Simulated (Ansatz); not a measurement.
# NH2 (SMILES [NH2]) at 5 levels

Wanted: a comparison of 5 runs (U-r2SCAN0/3-21G, UPBE0/6-31G*, UCCSDTQ/3-21G, UCCSDT(Q)/6-31G*, UCCSD/3-21G) of NH2. 

Program for the calculation: Ansatz 0.2.0.

48 further runs of the same task are left out: 48 set aside as unsound or not needed.

## (1) Starting point

NH2: 3 atoms, total charge 0, spin state doublet. As SMILES, `[NH2]`. The H2–N1 distance was set to 1.268 Å, away from the relaxed value.

Bond lengths: N1–H3 1.014 Å. A long bond or contact: N1–H2 1.268 Å.

## (2) The energy at U-r2SCAN0/3-21G (run 1)

Contents of job.yaml:

```yaml
crystal:
  periodic: [false, false, false]
  atoms:
    - {symbol: "N", position_ang: [0.345084, -0.432856, 0.145602]}
    - {symbol: H, position_ang: [0.155580, 0.820260, 0.174790]}
    - {symbol: H, position_ang: [-0.424856, -0.888686, -0.332058]}
basis:
  gaussian: {orbitals: 3-21G.json}
magnetization: {spin_polarized: true, initial_magnetization: 1}
hamiltonian: {xc: {name: r2SCAN0}}
accuracy: high
```

The basis set 3-21G is read from a file made from the Basis Set Exchange's data (not shown).

On the command line:

```sh
ansatz run job.yaml --threads 1 --pin off --max-ram 2610MiB --events-out events.jsonl --progress --plain --runs-dir runs
```

What it wrote:

```text
Warning: RAYON_NUM_THREADS=1 ignored (pool sized by the plan → 1); use --threads N
Functional definition: r2SCAN0
  name "r2SCAN0"
  parameter a = 0.25
  parameter k0 = 0.174
  parameter k1 = 0.065
  parameter a1 = 4.9479
  exchange = (1 - a)*r2scan_x(k0 = k0, k1 = k1, a1 = a1) + a*exact_x
  correlation = r2scan_c
248 factors; integrals over basis functions are off by at most 2.7e-9 eV
mean field evaluation 1: about -1509.0627 eV, gradient 1.5e1 eV
mean field evaluation 2: about -1509.0664 eV, gradient 1.5e1 eV
mean field evaluation 4: about -1510.0693 eV, gradient 4.2e-1 eV
mean field evaluation 8: about -1510.0682 eV, gradient 2.7e-2 eV
mean field evaluation 16: about -1510.0683 eV, gradient 3.9e-5 eV
mean field -1510.06826171 eV, -55.4939850568 hartree, gradient 7.0e-8 eV, S^2 0.756357; 0 other end points of the search recorded, 0 dependent functions left out
reference -1510.06826208 eV, -55.4939850705 hartree; 5, 4 occupied and 8, 9 virtual orbitals, 248 factors
Total energy: -1510.06826208 eV, -55.4939850705 hartree
```

It took 1.7 s on 1 thread of Arm Neoverse V1, shared host; peak memory 0.13 GiB.

## (3) The energy at UPBE0/6-31G(d) (spherical functions) (run 2)

Contents of job.yaml:

```yaml
crystal:
  periodic: [false, false, false]
  atoms:
    - symbol: "N"
      position_ang: [0.345084, -0.432856, 0.145602]
    - symbol: H
      position_ang: [0.155580, 0.820260, 0.174790]
    - symbol: H
      position_ang: [-0.424856, -0.888686, -0.332058]
basis:
  gaussian:
    orbitals: 6-31G_st_-spherical.json
magnetization:
  spin_polarized: true
  initial_magnetization: 1
hamiltonian:
  xc: {name: PBE0}
accuracy: high
```

The basis set 6-31G* is read from a file made from the Basis Set Exchange's data (not shown).

On the command line:

```sh
ansatz run job.yaml --threads 1 --pin off --max-ram 2610MiB --events-out events.jsonl --progress --plain --runs-dir runs
```

What it wrote:

```text
Warning: RAYON_NUM_THREADS=1 ignored (pool sized by the plan → 1); use --threads N
Functional definition: PBE0
  name "PBE0"
[... 1 set-up line as earlier in the session ...]
  parameter kappa = 0.804
  parameter beta = 0.06672455060314922
  exchange = (1 - a)*pbe_x(kappa = kappa, mu = beta*pi^2/3) + a*exact_x
  correlation = pbe_c(beta = beta)
333 factors; integrals over basis functions are off by at most 4.4e-9 eV
mean field evaluation 1: about -1515.9423 eV, gradient 1.9e1 eV
mean field evaluation 2: about -1515.1475 eV, gradient 2.3e1 eV
mean field evaluation 4: about -1517.6764 eV, gradient 1.7e-1 eV
mean field evaluation 8: about -1517.6730 eV, gradient 8.2e-3 eV
mean field evaluation 16: about -1517.6730 eV, gradient 2.9e-7 eV
mean field -1517.67301316 eV, -55.7734545178 hartree, gradient 6.1e-8 eV, S^2 0.754914; 0 other end points of the search recorded, 0 dependent functions left out
reference -1517.67301411 eV, -55.7734545529 hartree; 5, 4 occupied and 13, 14 virtual orbitals, 333 factors
Total energy: -1517.67301411 eV, -55.7734545529 hartree
```

Run time: 0.72 s. Hardware: 1 thread of Arm Neoverse V1, shared host.

Runs 3 to 4 aren't shown in full; the table further down has their settings and results.

## (4) The energy at UCCSD/3-21G (run 5)

Contents of input.yaml:

```yaml
basis:
  gaussian:
    orbitals: 3-21G.json
crystal:
  periodic: [false, false, false]
  atoms:
    - symbol: "N"
      position_ang: [0.345084, -0.432856, 0.145602]
    - symbol: H
      position_ang: [0.155580, 0.820260, 0.174790]
    - symbol: H
      position_ang: [-0.424856, -0.888686, -0.332058]
scf:
  omitted_lower_state_checks: [cluster_reference, increment]
magnetization:
  spin_polarized: true
  initial_magnetization: 1
accuracy: high
correlation:
  method: ccsd
  frozen_orbitals: {H: 0, "N": 1}
```

The basis set 3-21G is read from a file made from the Basis Set Exchange's data (not shown).

On the command line:

```sh
ansatz run input.yaml --threads 1 --pin off --max-ram 2610MiB --events-out events.jsonl --progress --plain --runs-dir runs
```

What it wrote:

```text
Warning: RAYON_NUM_THREADS=1 ignored (pool sized by the plan → 1); use --threads N
[... 12 lines left out ...]
1 core orbitals not correlated: weight in the atoms' cores, before any rotation towards them, 1.000 or more for the frozen orbitals, at most 0.000 for the correlated occupied ones
[... 25 lines left out ...]
Total energy: -1505.36421610 eV, -55.3211145693 hartree
Checks for a lower state left out: cluster_reference, increment
```

Run time: 0.22 s. Hardware: 1 thread of Arm Neoverse V1, shared host.

## (5) The series

```csv
run,level,frozen core orbitals,energy (Eh),⟨S²⟩,wall time
1,U-r2SCAN0/3-21G,–,-55.493985,0.756,1.7 s
2,UPBE0/6-31G* (spherical functions),–,-55.773455,0.755,0.72 s
3,UCCSDTQ/3-21G,1,-55.322999,0.776,13 s
4,UCCSDT(Q)/6-31G* (spherical functions),1,-55.683077,0.773,1.9 s
5,UCCSD/3-21G,1,-55.321115,0.776,0.22 s
```

## (6) Outcome

```
                                         quantity         value
                              run 5: total energy  -55.32111 Eh
run 5: correlation energy (1 core orbital frozen)    -104.5 mEh
         run 5: ⟨S²⟩ of the reference determinant         0.776
                             run 5: T1 diagnostic         0.016
```

In words: Totals of different functionals can't be ranked against each other. All runs together took 18 s, the longest 13 s.
